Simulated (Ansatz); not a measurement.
**C₄H₈Cl₂: a ladder of functionals and wavefunction methods**

How much do the methods differ for C₄H₈Cl₂? The plan is to run it at one geometry with functionals of several rungs and with coupled cluster, and see how far each lands from CCSD(T) at the basis-set limit for the atomisation energy.

The runs use Ansatz 0.2.0, Gaussian basis; functionals in def2-TZVPP, the program's frozen cores in correlated methods.

The runs, in order: LDA (SPW92), PBE-D4, revPBE-D4, BLYP-D4, r2SCAN-D4, B97M-V, PBE0-D4, B3LYP-D4, r2SCANh-D4, r2SCAN0-D4, HSE06-D4, BHLYP-D4, CAM-B3LYP-D4, LC-ωPBE, ωB97X-V, ωB97M-V, B2PLYP, PBE-QIDH; CCSD(T)/def2-SVP; CCSD(T)/def2-TZVPP; MP2/def2-QZVPP; extrapolation to the limit; RPA on PBE.

**1. The geometry**

The geometry comes from an earlier relaxation with PBE0-D4 in a triple-zeta def2 set; it is a stationary point, not always the lowest conformer.

SMILES `CCC(Cl)CCl`, 14 atoms, charge 0, spin multiplicity 1.

Atoms are counted from 1 here; the program's logs count them from 0.

Bond lengths: C1–C2 1.517 Å, C1–H7 1.092 Å, C1–H8 1.091 Å, C1–H9 1.093 Å, C2–C3 1.519 Å, C2–H10 1.095 Å, C2–H11 1.096 Å, C3–Cl4 1.792 Å, C3–C5 1.510 Å, C3–H12 1.092 Å, C5–Cl6 1.775 Å, C5–H13 1.091 Å, C5–H14 1.090 Å. Angles: C2–C1–H7 110.6°, C2–C1–H8 111.1°, C2–C1–H9 111.1°, H7–C1–H8 108.1°, H7–C1–H9 107.8°, H8–C1–H9 108.0°, C1–C2–C3 114.0°, C1–C2–H10 110.4°, C1–C2–H11 109.6°, C3–C2–H10 108.8°, C3–C2–H11 107.1°, H10–C2–H11 106.8°, C2–C3–Cl4 110.5°, C2–C3–C5 111.0°, C2–C3–H12 110.5°, Cl4–C3–C5 109.8°, Cl4–C3–H12 105.3°, C5–C3–H12 109.7° and more.

**2. LDA**

This LDA is Slater exchange with PW92 correlation.

Contents of in.yaml:

```yaml
crystal:
  periodic: [false, false, false]
  atoms:
    - {symbol: C, position_ang: [-0.096788, -1.705814, 0.997106]}
    - {symbol: C, position_ang: [0.336367, -0.726859, -0.077758]}
    - {symbol: C, position_ang: [-0.295296, 0.648349, 0.049440]}
    - {symbol: Cl, position_ang: [-2.074106, 0.539804, -0.135781]}
    - {symbol: C, position_ang: [0.268713, 1.600526, -0.978291]}
    - {symbol: Cl, position_ang: [-0.244308, 3.280596, -0.725063]}
    - {symbol: H, position_ang: [0.415003, -2.662144, 0.874633]}
    - {symbol: H, position_ang: [-1.171300, -1.888145, 0.952963]}
    - {symbol: H, position_ang: [0.139744, -1.324813, 1.994106]}
    - {symbol: H, position_ang: [0.112252, -1.127973, -1.071369]}
    - {symbol: H, position_ang: [1.422945, -0.587491, -0.030833]}
    - {symbol: H, position_ang: [-0.133950, 1.051250, 1.051410]}
    - {symbol: H, position_ang: [1.357877, 1.591196, -0.917138]}
    - {symbol: H, position_ang: [-0.037153, 1.311530, -1.983435]}
basis:
  gaussian: {orbitals: def2-TZVPP}
hamiltonian: {xc: lda}
output: {orbitals: {seedname: orbitals}}
```

Command:

```bash
$ ansatz run in.yaml --threads 2 --pin off --events-out ev --progress --plain --max-ram 32768MiB --backend cuda --devices 0, --max-vram 18GiB
```

The runs that follow: PBE-D4 (GGA); revPBE-D4 (GGA); BLYP-D4 (GGA); r2SCAN-D4 (meta-GGA); B97M-V (meta-GGA); B3LYP-D4 (hybrid); r2SCANh-D4 (hybrid); r2SCAN0-D4 (hybrid); HSE06-D4 (hybrid); BHLYP-D4 (hybrid); CAM-B3LYP-D4 (range-separated); LC-ωPBE (range-separated); ωB97X-V (range-separated); ωB97M-V (range-separated); B2PLYP (double hybrid); PBE-QIDH (double hybrid); CCSD(T) in def2-SVP; CCSD(T) in def2-TZVPP; MP2 in def2-QZVPP; RPA on PBE orbitals.

Q: Predict the results of all the runs planned. Wanted: atomisation energy, CCSD(T)/CBS; farthest beyond LDA; mean size of error, GGA; mean size of error, meta-GGA; mean size of error, hybrid; mean size of error, range-separated; mean size of error, double hybrid; gap, smallest and largest; T1 diagnostic.

As calculated:

| quantity | value |
| --- | --- |
| atomisation energy, CCSD(T)/CBS | 5275.9 kJ/mol |
| functionals within 26.4 kJ/mol (0.5 %) | revPBE-D4, r2SCAN-D4, B97M-V, B3LYP-D4, r2SCANh-D4, CAM-B3LYP-D4, LC-ωPBE, ωB97X-V, ωB97M-V, PBE-QIDH |
| farthest beyond LDA | BHLYP-D4 (-139.9 kJ/mol) |
| mean size of error, GGA | 53.8 kJ/mol |
| mean size of error, meta-GGA | 16.1 kJ/mol |
| mean size of error, hybrid | 49.5 kJ/mol |
| mean size of error, range-separated | 11.9 kJ/mol |
| mean size of error, double hybrid | 36.8 kJ/mol |
| gap, smallest and largest | 6.27 eV (LDA (SPW92)), 14.08 eV (LC-ωPBE) |
| T1 diagnostic | 0.0088 |
| triples share of the correlation energy | 4.1 % |

In words: The LDA atomisation energy is off by 761.3 kJ/mol (14 %): it overbinds. PBE-D4 is off by +115.8 kJ/mol. Double hybrids carry the basis error of their MP2 part in triple zeta, and no dispersion term here, so their miss is partly the set-up's. The rungs range-separated, meta-GGA miss on average by less than the doubt on the reference (26.4 kJ/mol), so they tie. The reference freezes the cores and leaves out relativity and excitations past (T), so misses under about 26.4 kJ/mol can't be ranked. Hartree-Fock recovers 74 % of the binding; the rest is correlation. CCSD(T) in def2-SVP is off by -231.1 kJ/mol, which most functionals beat. Orbital gaps span 6.3 to 14.1 eV; exact exchange widens them.
